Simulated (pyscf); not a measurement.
H₂N–TiH(Cl)–Cl (SMILES [NH2][TiH]([Cl])[Cl]) → HN=Ti(Cl)–Cl (SMILES [NH]=[Ti]([Cl])[Cl]) + H₂ (SMILES [H][H]) (elimination; singlet surface; H–Ti, H–N broken, H–H formed). Optimised with ωB97X-D3(BJ)/def2-SVP in PySCF. Energies in kcal/mol from the reactant's lowest minimum found.

```tsv
level	barrier	reaction energy
ωB97X-D3(BJ)/def2-TZVP	29.7	+32.0
PBE/def2-TZVP	___	___
r²SCAN/def2-TZVP	25.0	+31.5
B3LYP-D3(BJ)/def2-TZVP	28.2	+31.7
PBE0-D3(BJ)/def2-TZVP	___	+32.6
HF/def2-TZVP	45.4	+36.1
```

Problem. Fill in the missing entries.

Solution. 
- PBE/def2-TZVP, barrier: 22.3
- PBE/def2-TZVP, reaction energy: +29.0
- PBE0-D3(BJ)/def2-TZVP, barrier: 26.5

On the product side the descent ends in an adduct with a H–Ti contact, 10.4 kcal/mol under the separated species and 8.0 kcal/mol under the saddle at ωB97X-D3(BJ)/def2-TZVP. At ωB97X-D3(BJ), PBE, r²SCAN, B3LYP-D3(BJ), PBE0-D3(BJ) the saddle lies under the separated products, which points to a path from their complex (located at ωB97X-D3(BJ) alone), and parting the products costs more than the saddle. One saddle was located; it need not be the lowest between these sides.
